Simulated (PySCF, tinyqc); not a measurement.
Coupled-perturbed Hartree-Fock on RHF in the sto-3g basis, for LiH, spin multiplicity 1, step by step. The lowest restricted solution is unstable here: a spin-polarised one lies 0.0068 hartree lower (PySCF). One step of it, computed by the program tinyqc.

Question. Coupled step 2. U_ai = -(mu_ai + sum_bj [4 (ai|bj) - (ab|ij) - (aj|bi)] U_bj) / (e_a - e_i); alpha = -4 sum U_ai mu_ai.

U after step 1:
```
          i1         i2
a3  0.066023   3.695384
a4  0.000000   0.000000
a5  0.000000   0.000000
a6  0.052567  -1.566686
```

dipole integrals <a|z|i> (bohr):
```
           i1         i2
a3  -0.131814  -0.857769
a4   0.000000   0.000000
a5   0.000000   0.000000
a6  -0.145544   1.134223
```

orbital energies (hartree): MO1 -2.368855, MO2 -0.230389, MO3 0.069668, MO4 0.159679, MO5 0.159679, MO6 0.373060

Two-electron integrals over orbitals (pq|rs), unique and non-zero (hartree):
```
(11|11) 1.659352    (21|11) -0.097886   (21|21) 0.009970    (22|11) 0.308041
(22|21) 0.002417    (22|22) 0.445327    (31|11) -0.142074   (31|21) 0.010658
(31|22) -0.010707   (31|31) 0.022037    (32|11) 0.030937    (32|21) -0.002526
(32|22) -0.061885   (32|31) -0.000293   (32|32) 0.023717    (33|11) 0.389804
(33|21) -0.008622   (33|22) 0.212458    (33|31) 0.000754    (33|32) 0.015593
(33|33) 0.326162    (41|41) 0.009804    (42|41) 0.007270    (42|42) 0.021030
(43|41) 0.010403    (43|42) 0.020607    (43|43) 0.041390    (44|11) 0.396343
(44|21) -0.003548   (44|22) 0.241271    (44|31) -0.005071   (44|32) 0.015384
(44|33) 0.278932    (44|44) 0.312946    (51|51) 0.009804    (52|51) 0.007270
(52|52) 0.021030    (53|51) 0.010403    (53|52) 0.020607    (53|53) 0.041390
(54|54) 0.016869    (55|11) 0.396343    (55|21) -0.003548   (55|22) 0.241271
(55|31) -0.005071   (55|32) 0.015384    (55|33) 0.278932    (55|44) 0.279207
(55|55) 0.312946    (61|11) 0.068057    (61|21) -0.009005   (61|22) -0.007254
(61|31) -0.004434   (61|32) 0.002814    (61|33) 0.011694    (61|44) 0.001615
(61|55) 0.001615    (61|61) 0.010713    (62|11) -0.082766   (62|21) 0.001282
(62|22) 0.106227    (62|31) 0.004387    (62|32) -0.046905   (62|33) -0.018163
(62|44) -0.039271   (62|55) -0.039271   (62|61) 0.001182    (62|62) 0.131451
(63|11) 0.024978    (63|21) -0.002182   (63|22) -0.059846   (63|31) 0.003942
(63|32) 0.019588    (63|33) 0.036922    (63|44) 0.009256    (63|55) 0.009256
(63|61) 0.004555    (63|62) -0.041014   (63|63) 0.032925    (64|41) -0.005713
(64|42) -0.018128   (64|43) -0.011534   (64|64) 0.018972    (65|51) -0.005713
(65|52) -0.018128   (65|53) -0.011534   (65|65) 0.018972    (66|11) 0.350043
(66|21) 0.000610    (66|22) 0.416325    (66|31) -0.010505   (66|32) -0.050026
(66|33) 0.238830    (66|44) 0.256741    (66|55) 0.256741    (66|61) -0.005220
(66|62) 0.092342    (66|63) -0.046917   (66|66) 0.410827
```

Give: U after step 2; polarisability.

Answer.

U after step 2:
```
        i1       i2
a3  0.0628   4.1734
a4  0.0000   0.0000
a5  0.0000   0.0000
a6  0.0496  -1.4435
```

polarisability = 20.9304 bohr^3
